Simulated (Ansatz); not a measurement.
in.yaml

```yaml
crystal:
  periodic: [false, false, false]
  atoms:
    - {symbol: Cl, position_ang: [-1.568301, 0.022748, 0.000000]}
    - {symbol: H, position_ang: [-0.182301, 0.022748, 0.000000]}
    - {symbol: Si, position_ang: [1.903699, 0.022748, 0.000000]}
    - {symbol: H, position_ang: [2.300133, -1.456765, 0.000000]}
basis:
  gaussian: {orbitals: def2-SVP}
magnetization: {spin_polarized: false, initial_magnetization: 1}
correlation: {active_space: {ras: {orbitals: [6, 1, 29], electrons: 13, max_holes: 2, max_particles: 2}, fixed_orbitals: true}}
```

```sh
$ ansatz run in.yaml --threads 1 --pin off --events-out ev --progress --plain --max-ram 2393MiB
```

Log:

```
430 factors; integrals over basis functions are off by at most 1.5e-3 eV
mean field evaluation 1: about -20387.1856 eV, gradient 1.3e1 eV
mean field evaluation 2: about -20387.1863 eV, gradient 1.3e1 eV
mean field evaluation 4: about -20388.1982 eV, gradient 1.3e0 eV
mean field evaluation 8: about -20388.2159 eV, gradient 1.6e-3 eV
mean field evaluation 16: about -20388.0322 eV, gradient 8.7e-7 eV
mean field evaluation 32: about -20388.1808 eV, gradient 6.1e-1 eV
mean field -20388.21585624 eV, -749.2531130879 hartree, gradient 1.1e-6 eV, S^2 0.750000; 6 other end points of the search recorded, 0 dependent functions left out
reference -20388.21585624 eV, -749.2531130879 hartree; 17, 16 occupied and 29, 30 virtual orbitals, 430 factors
state -20394.64332411 eV, -749.4893181752 hartree
Total energy: -20394.64332411 eV, -749.4893181752 hartree
```

Ran on 1 thread of Intel Xeon Platinum 8375C, shared host: 2.7 s wall, 0.11 GiB peak host memory.
